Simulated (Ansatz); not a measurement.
A made-up structure of NaAlBH$_{2}$, doublet:

```
atom    x (Å)    y (Å)    z (Å)
  B1  -0.7043   0.4922  -0.3330
 Al2   0.5538  -0.3872   0.2616
 Na3   2.3346  -1.6316   1.1037
  H4  -1.8040   0.1360   0.0625
  H5  -0.3801   1.3906  -1.0949
```

It is relaxed with PBE-D4/def2-SVP and then PBE0-D4/def2-TZVP (Ansatz 0.2.0). Atoms count as bonded within 1.22 times the sum of their covalent radii (H–H: 0.88 Å). The end point is not checked to be a true minimum.

(1) Does its bonding change? (A judgement: the text doesn't fix the answer.)

Results:

(1) Computed: No: no bond forms or breaks.

Where it ends: The first stage lowers the energy by 2.49 eV in 8 steps. It ends as NaAlBH₂ ([BH2][Al][Na]):
```
5
angstrom
B -0.8696 0.6078 -0.4111
Al 0.6835 -0.4778 0.3231
Na 2.8826 -2.0147 1.3627
H -2.0075 0.3615 -0.1016
H -0.6890 1.5231 -1.1732
```

Labels in which every atom is bracketed show which atoms are joined, not bond orders.

For scale, one of the runs: PBE0-D4/def2-TZVP relaxation, 112 basis functions, launched by `ansatz run in.yaml --threads 2 --pin off --events-out ev --progress --plain --max-ram 4352MiB`. The run took about 12 s on 2 CPU threads of an Intel Xeon 6975P-C (shared host).
